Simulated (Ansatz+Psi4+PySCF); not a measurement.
A calculation with Ansatz (development build ahead of 0.2.0).

```yaml
crystal:
  periodic: [false, false, false]
  atoms:
    - { symbol: Na, position_ang: [0.0, 0.0, 1.89151] }
    - { symbol: Na, position_ang: [0.0, 0.0, -1.89151] }
basis:
  gaussian: { orbitals: cc-pCVTZ }
hamiltonian:
  xc: hf
correlation:
  method: mp2
  frozen_orbitals: { Na: 1 }
scf:
  omitted_lower_state_checks: [stability, starts, atomic_configurations, cluster_reference, orbital_swaps, given_window_search, neighbouring_geometries, increment]
```

The input is written out in the form of the current development build from the run's settings.

Output:

| Item | Value |
| --- | --- |
| Converged | yes |
| Reference energy | -323.71062 hartree |
| Correlation energy | -0.54946 hartree |
| Total energy | -324.26008 hartree |
| Spin squared of the determinant | 0.000 |
| Occupied orbitals by symmetry in an Abelian subgroup (alpha; beta) | 4 Ag 3 B1u 1 B2g 1 B2u 1 B3g 1 B3u; 4 Ag 3 B1u 1 B2g 1 B2u 1 B3g 1 B3u |

Caution: unrestricted orbitals would lower the determinant.
